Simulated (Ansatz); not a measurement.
# BH2− (triplet): wB97M-V, B2PLYP over a scan of the distance B1–H2, 6-31++G**

How well do these functionals follow the top wave-function level for BH2− (triplet) over a scan of the distance B1–H2?

The runs use Ansatz 0.2.0, Gaussian basis; 6-31++G**, all electrons in the functionals, frozen cores in the correlation of double hybrids and RPA.

To be run: wB97M-V, B2PLYP, at 0.989 Å; 1.098 Å; 1.209 Å; 1.360 Å; 1.497 Å; 1.664 Å; 1.919 Å; 2.264 Å; 2.654 Å; 3.342 Å; 4.205 Å.

16 further runs of the same task are left out: 3 for a known fault of the program, 13 that didn't finish.

### 1 The geometry

The geometry derives from a PBE0/def2-TZVPD stationary point (not a proven minimum). One bond is set to the value named and the two fragments are kept rigid.

3 atoms, charge -1, spin multiplicity 3.

Atoms are counted from 1 here; the program's logs count them from 0.

Bond lengths: B1–H2 1.209 Å, B1–H3 1.209 Å. Angles: H2–B1–H3 128.9°.

No dispersion term is added; wB97M-V holds VV10 nonlocal correlation.

The geometry shown and the zero of energy belong to the point 1.209 Å. The yardstick, FCI, and other wave-function levels (R restricted, U unrestricted, valence and pair active spaces) come from earlier runs.

### 2 wB97M-V, 0.989 Å

in.yaml

```yaml
crystal:
  periodic: [false, false, false]
  atoms:
    - {symbol: B, position_ang: [0.000000, -0.074440, -0.015608]}
    - {symbol: H, position_ang: [0.000000, 0.351782, -0.908052]}
    - {symbol: H, position_ang: [0.000000, 0.446644, 1.075465]}
basis:
  gaussian: {orbitals: "6-31++G**"}
total_charge: -1
magnetization: {spin_polarized: true, initial_magnetization: 2}
hamiltonian: {xc: {name: wB97M-V}}
output: {forces: true, orbitals: {seedname: orbitals}}
```

Started as:

```bash
> ansatz run in.yaml --threads 1 --pin off --events-out ev --progress --plain --max-ram 2393MiB
```

Further steps of the session: wB97M-V, 1.098 Å; wB97M-V, 1.209 Å; wB97M-V, 1.360 Å; wB97M-V, 1.497 Å; wB97M-V, 1.664 Å; wB97M-V, 1.919 Å; wB97M-V, 2.264 Å; wB97M-V, 2.654 Å; wB97M-V, 3.342 Å; wB97M-V, 4.205 Å; B2PLYP, 0.989 Å; B2PLYP, 1.098 Å; B2PLYP, 1.209 Å; B2PLYP, 1.360 Å; B2PLYP, 1.497 Å; B2PLYP, 1.664 Å; B2PLYP, 1.919 Å; B2PLYP, 2.264 Å; B2PLYP, 2.654 Å; B2PLYP, 3.342 Å; B2PLYP, 4.205 Å.

Q: Predict the results of all the runs planned. Wanted: span of the FCI curve; largest miss, wB97M-V; largest miss, B2PLYP.

The runs gave:

```
             quantity                   value
span of the FCI curve            360.3 kJ/mol
largest miss, wB97M-V  +14.6 kJ/mol (2.654 Å)
 largest miss, B2PLYP   +7.7 kJ/mol (2.264 Å)
```

What this shows: Of the functionals, B2PLYP keep the smallest largest miss at the points compared (at most 7.7 kJ/mol) and wB97M-V strays most (14.6 kJ/mol, at 2.654 Å). Functionals and the yardstick converge differently with the basis, so part of each miss in 6-31++G** is the basis.
